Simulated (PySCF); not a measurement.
**Dipole moment and polarisability of `C1=CP1`**

Compound: C2H3P.
Cartesian coordinates in Å at the GFN2-xTB level; atoms count from 1:
```xyz
6
C2H3P angstrom
C     -0.5594   -0.5717    0.0457
C     -0.3546    0.7168    0.0573
P      1.1165   -0.1833    0.6976
H     -1.2557   -1.3527   -0.1602
H     -0.7740    1.6787   -0.1329
H      1.8303   -0.2858   -0.5290
```

Level: CAM-B3LYP/def2-SVPD (PySCF), static field, nuclei fixed, core orbitals frozen in the response. The polarisability tensor in these axes (au):

```
x   52.73 -1.43  4.05
y   -1.43 44.20 -0.60
z    4.05 -0.60 38.78
```

Task: Give the principal values, the mean and the anisotropy Δα = √{½[(α1 − α2)² + (α2 − α3)² + (α1 − α3)²]}.

Result: Principal values 37.68, 43.97 and 54.06 au; mean 45.24 au = 6.70 Å³ = 7.46 × 10⁻⁴⁰ C²·m²/J; Δα = 14.31 au (32 % of the mean).

Task: What is the dipole moment, and where does it point?

Result: (-1.06, 0.18, -0.87) D, 1.38 D in size, pointing from the negative to the positive side. Measured along this direction, the outermost atoms are P3 at the negative end and H4 and H5 at the positive end.

Task: How large is μ²/3kT at 298 K beside α?

Result: In Gaussian units μ²/3kT = 15.40 Å³ against 6.70 Å³, a ratio of 2.30; the Debye molar polarisation (4π/3)N_A(α + μ²/3kT) is 55.8 cm³/mol, leaving out the vibrational part.

Task: Find the Langevin capture rate constant for NO+ (29.998 u) meeting this molecule (57.997 u), k = 2.342 × 10⁻⁹ cm³/s × √(α in Å³ / reduced mass in u).

Result: The reduced mass is 19.77 u, so k = 1.36 × 10⁻⁹ cm³/s. The formula leaves out the permanent dipole, which adds to the capture rate.

Task: Form Σ f/ω² (atomic units) for the 8 lowest TDDFT singlets, given as eV and f, and set it beside the mean polarisability, which is this sum over all singlets: 5.25, 0.0049; 5.53, 0.0115; 5.82, 0.0021; 6.52, 0.0194; 6.90, 0.0606; 7.00, 0.0074; 7.48, 0.0000; 7.50, 0.1674.

Result: They add up to 4.05 au, 9.0 % of the 45.24 au; the largest single term is 2.21 au, from the state at 7.50 eV. Terms in order: 0.13, 0.28, 0.05, 0.34, 0.94, 0.11, 0.00, 2.21 au. Higher excitations give the rest. The strengths listed sum to 0.273.

Task: What molar refraction does this α imply?

Result: Lorentz–Lorenz: R = (4π/3)N_A α = 2.5225 cm³/(mol·Å³) × 6.70 Å³ = 16.9 cm³/mol, in the limit of long wavelengths.

Task: Directions of the eigenvectors, and the extent of the frame along each?

Result: Largest value along (0.95, -0.15, 0.26), where the nuclei span 2.68 Å; middle along (0.16, 0.99, 0.01), 3.07 Å; least along (-0.26, 0.03, 0.97), 1.37 Å. The strongest response doesn't lie along the longest of the three spans.

Geometry: GFN2-xTB; no solvent, vibrations or thermal averaging.
